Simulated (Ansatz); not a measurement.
## SbH₄⁻, triplet in def2-SVPD: errors against UCCSDT(Q)

Geometry: a PBE0/def2-TZVPD stationary point for this spin, not checked as a minimum. The singlet lies 0.3 eV lower here.

```yaml
atoms:
  - { symbol: Sb, position_ang: [0.0000, 0.0000, 0.0000] }
  - { symbol: H, position_ang: [0.3559, 1.2939, 1.3069] }
  - { symbol: H, position_ang: [-0.5350, -1.2776, 1.2611] }
  - { symbol: H, position_ang: [-0.3466, 1.2804, -1.3226] }
  - { symbol: H, position_ang: [0.5257, -1.2967, -1.2454] }
```

Basis def2-SVPD with its core potentials; Ansatz 0.2.0. Correlated methods freeze the noble-gas cores and the filled d shells of p-block atoms, which leaves 10 electrons in 55 orbitals. R marks a restricted (for open shells ROHF) determinant, U an unrestricted one. Active spaces: valence = (10e, 8o) chosen from the atoms' valence shells. No spin–orbit coupling is included; scalar relativity enters through the core potentials alone.

Full CI isn't at hand for all of this; UCCSDT(Q) serves as the reference, and is uncertain by about the last step of the cluster series. The frozen core follows each run's orbitals, which can shift R against U totals by a few meV for light atoms and by up to 0.1 eV past Ca.

```
UHF ⟨S²⟩                          : 2.040
T1 diagnostic (RCCSD)             : 0.0314
largest doubles amplitude (RCCSD) : 0.026
T1 diagnostic (UCCSD)             : 0.0249
```

**Question.** From what is known of these methods and the diagnostics, rank them by the size of their error in total energy against UCCSDT(Q) in def2-SVPD, smallest first (an estimate: the text doesn't fix the numbers).
A. UCCSD(T)
B. UHF
C. UCCSD
D. UCCSDT
E. UMP2

**Answer.** D (0.6 kJ/mol), A (4.1 kJ/mol), C (19.1 kJ/mol), E (114.6 kJ/mol), B (481.0 kJ/mol).

All errors are against UCCSDT(Q) in def2-SVPD. Within each family the higher level lies nearer, as is usual though not guaranteed.

Natural occupations of CASSCF (valence space) about the gap: 1.996 1.976 1.974 1.974 1.008 0.999 0.037 0.037; effectively unpaired electrons, Σ n²(2−n)², 2.02.
